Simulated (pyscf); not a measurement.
# Insertion: `[O]=[SiH]` [doublet] + `[OH2]` → `[O][SiH2][OH]` [doublet]

Gas phase, doublet surface, charge 0. Bonds broken: H3–O5. Bonds formed: Si2–H3, Si2–O5. Optimised with ωB97X-D3(BJ)/def2-SVP in PySCF. MP2 and CC: frozen core, UHF for open shells. ΔMP2 is the change of the MP2 total energy from the triple- to the quadruple-zeta basis.

Transition state (Å):

```xyz
6

O      1.6841    -1.0052    -0.4357
Si     0.3453    -0.3242    -0.7516
H      0.0694     1.3744    -0.6431
H     -0.9248    -0.9497    -1.2038
O     -0.2689     0.9268     0.4882
H      0.4929     1.1787     1.0447
```

One imaginary mode, 1378i cm⁻¹; descent along it reached the two sides named, in the forms told below.

```json
[
 {"bond": "H3–O5", "change": "breaks", "reactant side (Å)": "0.969", "saddle": "1.263", "product side": "2.6"},
 {"bond": "Si2–H3", "change": "forms", "reactant side (Å)": "2.6", "saddle": "1.724", "product side": "1.494"},
 {"bond": "Si2–O5", "change": "forms", "reactant side (Å)": "2.088", "saddle": "1.865", "product side": "1.654"}
]
```

Electronic energies relative to the separated reactants (kJ/mol):

| level | barrier | reaction energy | reverse barrier |
|---|---|---|---|
| ωB97X-D3(BJ)/def2-TZVP | 24.5 | -170.1 | 194.7 |
| PBE/def2-TZVP | 12.4 | -121.9 | 134.2 |
| r²SCAN/def2-TZVP | 8.3 | -155.2 | 163.6 |
| B3LYP-D3(BJ)/def2-TZVP | 30.6 | -149.4 | 180.0 |
| PBE0-D3(BJ)/def2-TZVP | 18.0 | -156.2 | 174.1 |
| M06-2X/def2-TZVP | 31.5 | -164.1 | 195.6 |
| ωB97M-D3(BJ)/def2-TZVP | 33.4 | -154.9 | 188.3 |
| HF/def2-TZVP | 81.7 | -252.6 | 334.2 |
| MP2/def2-QZVPP | 41.6 | -108.7 | 150.2 |
| CCSD/def2-TZVPP | 50.7 | -157.3 | 208.0 |
| CCSD(T)/def2-TZVPP | 46.1 | -140.3 | 186.4 |
| CCSD(T)/def2-TZVPP + ΔMP2(QZVPP) | 45.1 | -136.7 | 181.8 |

With CCSD(T)/def2-TZVPP + ΔMP2(QZVPP) energies and thermal terms (ideal gas, 1 atm, RRHO with modes under 100 cm⁻¹ raised to 100, one conformer, R ln 2 for chiral ones without a mode under 150 cm⁻¹), in kJ/mol:

```csv
T (K),ΔH‡,ΔG‡,ΔH,ΔG
298,38.8,82.1,-134.8,-92.6
600,38.8,126.4,-133.0,-50.3
900,41.5,169.6,-128.5,-9.9
1200,44.9,211.8,-123.2,+28.9
```

On the reactant side the descent ends in an adduct with a O–Si contact, 71.9 kJ/mol under the separated species and 96.4 kJ/mol under the saddle at ωB97X-D3(BJ)/def2-TZVP. What is counted as formed (O–Si) is already present as a longer contact in the reactant adduct; forming that adduct is a step of its own. The same reactants have a lower exit, to HO–SiH•–OH (barrier -48.1 kJ/mol at ωB97M-D3(BJ), against +33.4 kJ/mol here). •O–SiH₂–OH lies 93.7 kJ/mol over its isomer HO–SiH•–OH (electronic energy, ωB97M-D3(BJ)). One saddle was located; it need not be the lowest between these sides. The CCSD(T) − MP2 part came from Ansatz, without density fitting, on the same reference.
